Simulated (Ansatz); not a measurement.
A single point on `CCCC(C)(C)CC`.

```yaml
crystal:
  periodic: [false, false, false]
  atoms:
    - {symbol: C, position_ang: [-1.145309, -1.748030, -2.624811]}
    - {symbol: C, position_ang: [-0.390706, -1.403551, -1.351383]}
    - {symbol: C, position_ang: [-0.778749, -0.033932, -0.815678]}
    - {symbol: C, position_ang: [-0.122926, 0.427034, 0.495816]}
    - {symbol: C, position_ang: [-0.481074, -0.531482, 1.629782]}
    - {symbol: C, position_ang: [-0.684561, 1.809350, 0.821673]}
    - {symbol: C, position_ang: [1.400278, 0.501541, 0.307394]}
    - {symbol: C, position_ang: [2.196965, 1.047113, 1.481700]}
    - {symbol: H, position_ang: [-0.945517, -1.014636, -3.411328]}
    - {symbol: H, position_ang: [-2.225371, -1.757105, -2.452414]}
    - {symbol: H, position_ang: [-0.861390, -2.731130, -3.007465]}
    - {symbol: H, position_ang: [0.684574, -1.440270, -1.551056]}
    - {symbol: H, position_ang: [-0.589280, -2.170790, -0.596182]}
    - {symbol: H, position_ang: [-0.564558, 0.717428, -1.587196]}
    - {symbol: H, position_ang: [-1.867213, -0.013398, -0.673729]}
    - {symbol: H, position_ang: [-1.565540, -0.657845, 1.698642]}
    - {symbol: H, position_ang: [-0.134846, -0.152943, 2.594143]}
    - {symbol: H, position_ang: [-0.036570, -1.518788, 1.483029]}
    - {symbol: H, position_ang: [-1.776023, 1.774746, 0.882177]}
    - {symbol: H, position_ang: [-0.416310, 2.535029, 0.047860]}
    - {symbol: H, position_ang: [-0.314666, 2.183418, 1.778693]}
    - {symbol: H, position_ang: [1.603125, 1.115897, -0.578613]}
    - {symbol: H, position_ang: [1.771502, -0.500928, 0.072170]}
    - {symbol: H, position_ang: [3.265866, 1.031201, 1.256318]}
    - {symbol: H, position_ang: [1.930187, 2.080164, 1.714681]}
    - {symbol: H, position_ang: [2.048103, 0.451927, 2.385807]}
basis:
  gaussian: {orbitals: def2-QZVPP}
correlation: {method: mp2}
```

```sh
$ ansatz run in.yaml --threads 6 --pin off --events-out ev --progress --plain --backend cuda
```

It prints (some lines left out):

```
Functional definition: HF
5851 factors; integrals over basis functions are off by at most 8.6e-4 eV
mean field evaluation 1: about -8523.5777 eV, gradient 5.5e1 eV
mean field evaluation 2: about -8523.7834 eV, gradient 5.5e1 eV
mean field evaluation 4: about -8532.2608 eV, gradient 6.1e0 eV
mean field evaluation 8: about -8532.3912 eV, gradient 3.2e-1 eV
mean field -8532.39166539 eV, -313.5596102404 hartree, gradient 2.4e-6 eV, S^2 0.000000; 0 other end points of the search recorded, 0 dependent functions left out
8 core orbitals not correlated: weight in the atoms' cores, before any rotation towards them, 1.000 or more for the frozen orbitals, at most 0.000 for the correlated occupied ones
reference -8532.39166539 eV, -313.5596102404 hartree; 25, 25 occupied and 963, 963 virtual orbitals, 5851 factors
second order -41.17256196 eV of doubles, -0.00000000 eV of singles
Total energy: -8573.56422735 eV, -315.0726739845 hartree
```

Run time 6 s (6 threads of an AMD EPYC 7R13 on a shared host and a share of an NVIDIA H100 80 GB); peak host memory 1.8 GiB.
